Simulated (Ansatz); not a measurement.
## Structure relaxation of AlPd

All numbers below come from Ansatz, DFT r2SCAN, scalar-relativistic, plane waves, PAW. Cutoff 500 eV, Γ-centred k mesh, Gaussian smearing, no spin polarisation in the final step.

This is the end of a relaxation of cell and atoms.

```xyz
8
Lattice="4.8638 0.0000 0.0000 0.0000 4.8638 0.0000 0.0000 0.0000 4.8638" Properties=species:S:1:pos:R:3 pbc="T T T"
Al    4.1077    4.1077    4.1077
Al    3.1879    0.7560    1.6759
Al    1.6759    3.1879    0.7560
Al    0.7560    1.6759    3.1879
Pd    0.7200    0.7200    0.7200
Pd    1.7119    4.1438    3.1519
Pd    3.1519    1.7119    4.1438
Pd    4.1438    3.1519    1.7119
```

Energies over the elements count from the elements' standard structures at the same level, with no empirical corrections.

Question: What space group does it have?

Answer: P2_13 (No. 198). Conventional cell: a = 4.864 Å. Around Al lie 7 Pd at 2.56–2.65 Å and 6 Al at 3.01 Å; around Pd lie 7 Al at 2.56–2.65 Å and 6 Pd at 3.00 Å.

Question: How far does it lie from the elements in energy?

Answer: -0.93 eV/atom.

Question: Is it a metal?

Answer: Yes, bands cross the Fermi level on the 8×8×8 mesh.

The final run used a 8×8×8 mesh on its 8-atom cell and 0.10 eV smearing. For metals, differences of a few meV/atom aren't resolved.

Cost: 2 runs of about 1.2 core-minutes in all, on Intel Xeon 6975P-C (Granite Rapids) (shared hosts).